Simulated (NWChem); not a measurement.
# S2F2 (Difluorodisulfane): HF/SBKJC-VDZ (core potential)

Aim: the vertical ionisation energy of S2F2 (Difluorodisulfane) at HF/SBKJC-VDZ (core potential), from 2 runs. 

Program for the calculation: NWChem 7.3.0.

2 further runs of the same task are left out: 1 that didn't finish, 1 set aside as unsound or not needed.

**1. Starting point**

The species is S2F2 (4 atoms), meant as a singlet with charge 0. As SMILES, `FSSF`. The coordinates come from a PBE0-D4/def2-TZVP relaxation.

Bond lengths: F1–S2 1.631 Å, S2–S3 1.890 Å, S3–F4 1.631 Å. Angles: F1–S2–S3 108.6°, S2–S3–F4 108.6°.

**2. A single-point energy at HF/SBKJC-VDZ (core potential)**

File calc.nw:

```
start calc
title "Difluorodisulfane"
memory stack 880 mb heap 220 mb global 1100 mb

geometry units angstroms noautosym nocenter noautoz
   F     -1.783750    -0.199930    -0.621590
   S     -0.467670     0.764150    -0.632370
   S      1.044990    -0.276390    -0.184720
   F      1.206410    -0.287820     1.438680
end

basis spherical bse
   * library SBKJC-VDZ
end

ecp bse
   F library SBKJC-VDZ
   S library SBKJC-VDZ
end

scf
   thresh 1e-08
   maxiter 80
   print low
end

task scf energy
```

The run is started by

```console
$ nwchem calc.nw > calc.out
```

What it wrote:

```text
Northwest Computational Chemistry Package (NWChem) 7.3.0
             --------------------------------------------------------

           Job information
           ---------------

    nwchem branch   = 7.3.0
    use scalapack   = T
    input           = calc.nw
    prefix          = calc.
    data base       = ./calc.db
    status          = startup
    nproc           =        1

           Memory information
           ------------------

    heap     =     28835838 doubles =      220.0 Mbytes
    stack    =    115343355 doubles =      880.0 Mbytes
    global   =    144179200 doubles =     1100.0 Mbytes (distinct from heap & stack)
    total    =    288358393 doubles =     2200.0 Mbytes
    verify   = yes
    hardfail = no

           Directory information
           ---------------------

  0 permanent = .
  0 scratch   = .

                                NWChem Input Module
                                -------------------

                                 Difluorodisulfane
                                 -----------------

 Scaling coordinates for geometry "geometry" by  1.889725989
 (inverse scale =  0.529177249)

                             Geometry "geometry" -> ""
                             -------------------------

 Output coordinates in angstroms (scale by  1.889725989 to convert to a.u.)

  No.       Tag          Charge          X              Y              Z
 ---- ---------------- ---------- -------------- -------------- --------------
    1 F                    9.0000    -1.78375000    -0.19993000    -0.62159000
    2 S                   16.0000    -0.46767000     0.76415000    -0.63237000
    3 S                   16.0000     1.04499000    -0.27639000    -0.18472000
    4 F                    9.0000     1.20641000    -0.28782000     1.43868000

      Atomic Mass
      -----------

      F                 18.998400
      S                 31.972070

 Effective nuclear repulsion energy (a.u.)     230.1283357826

            Nuclear Dipole moment (a.u.)
            ----------------------------
        X                 Y               Z
 ---------------- ---------------- ----------------
     7.6364961034     6.4522993127   -10.8085334561

            XYZ format geometry
            -------------------
     4
 geometry
 F                    -1.78375000    -0.19993000    -0.62159000
 S                    -0.46767000     0.76415000    -0.63237000
 S                     1.04499000    -0.27639000    -0.18472000
 F                     1.20641000    -0.28782000     1.43868000

 ==============================================================================
                                internuclear distances
 ------------------------------------------------------------------------------
       center one      |      center two      | atomic units |  angstroms
 ------------------------------------------------------------------------------
    2 S                |   1 F                |     3.08300  |     1.63145
    3 S                |   2 S                |     3.57116  |     1.88978
    4 F                |   3 S                |     3.08299  |     1.63145
 ------------------------------------------------------------------------------
                         number of included internuclear distances:          3
 ==============================================================================

 ==============================================================================
                                 internuclear angles
 ------------------------------------------------------------------------------
        center 1       |       center 2       |       center 3       |  degrees
 ------------------------------------------------------------------------------
    1 F                |   2 S                |   3 S                |   108.59
    2 S                |   3 S                |   4 F                |   108.59
 ------------------------------------------------------------------------------
                            number of included internuclear angles:          2
 ==============================================================================

 Summary of "ao basis" -> "" (spherical)
 ------------------------------------------------------------------------------
       Tag                 Description            Shells   Functions and Types
 ---------------- ------------------------------  ------  ---------------------
 *                         SBKJC-VDZ                  on all atoms

                 ECP       "ecp basis" -> "" (cartesian)
                -----
  [basis functions not shown]

                      Basis "ao basis" -> "ao basis" (spherical)
                      -----
  [basis functions not shown]

 Summary of "ao basis" -> "ao basis" (spherical)
 ------------------------------------------------------------------------------
       Tag                 Description            Shells   Functions and Types
 ---------------- ------------------------------  ------  ---------------------
 F                         SBKJC-VDZ                 4        8   2s2p
 S                         SBKJC-VDZ                 4        8   2s2p

                                 NWChem SCF Module
                                 -----------------

                                 Difluorodisulfane

  ao basis        = "ao basis"
  functions       =    32
  atoms           =     4
  closed shells   =    13
  open shells     =     0
  charge          =   0.00
  wavefunction    = RHF
  input vectors   = atomic
  output vectors  = ./calc.movecs
  use symmetry    = F
  symmetry adapt  = F

 Forming initial guess at       0.1s

 Starting SCF solution at       0.1s

       Final RHF  results
       ------------------

         Total SCF energy =    -67.351878296001
      One-electron energy =   -232.531390085043
      Two-electron energy =    105.189418724029
 Nuclear repulsion energy =     59.990093065013

        Time for solution =      1.0s

 Task  times  cpu:        1.1s     wall:        1.1s
 Total times  cpu:        1.2s     wall:        1.2s
```

Wall time 1.8 s (1 thread of Intel Xeon Platinum 8259CL at 2.50GHz (Skylake/Cascade Lake), shared host); peak memory 0.1 GiB.

**3. The doublet cation at the same level**

File f2s2.nw:

```
start f2s2
memory stack 880 mb heap 220 mb global 1100 mb
charge 1

geometry noautosym nocenter noautoz
   F       -1.783750      -0.199930      -0.621590
   S       -0.467670       0.764150      -0.632370
   S        1.044990      -0.276390      -0.184720
   F        1.206410      -0.287820       1.438680
end

basis spherical bse
   F library SBKJC-VDZ
   S library SBKJC-VDZ
end

ecp bse
   F library SBKJC-VDZ
   S library SBKJC-VDZ
end

scf
   doublet
   uhf
   thresh 1e-08
   maxiter 80
   noprint "final vectors analysis"
end

task scf energy
```

The run is started by

```console
$ nwchem f2s2.nw > f2s2.out
```

What it wrote:

```text
[...]
  functions       =    32
[...]
  wavefunction    = UHF
[...]
         Total SCF energy =    -66.938391022604
      One electron energy =   -225.491056274552
      Two electron energy =     98.562572186934
 Nuclear repulsion energy =     59.990093065013
                       Sz =      0.5000
                 Sz(Sz+1) =      0.7500
                      S^2 =      0.7912
[...]
```

Wall time 6.3 s (1 thread of Intel Xeon Platinum 8259CL at 2.50GHz (Skylake/Cascade Lake), shared host); peak memory 0.1 GiB.

**4. Summary of results**

At HF/SBKJC-VDZ (core potential):

| quantity | value |
| --- | --- |
| singlet S2F2: total energy | -67.35188 Eh |
| doublet cation: total energy | -66.93839 Eh |
| doublet cation: ⟨S²⟩ | 0.791 |
| vertical ionisation energy (to the doublet cation) | 11.252 eV |

**Reading.** Removing an electron at fixed nuclei costs 11.25 eV (259 kcal/mol).
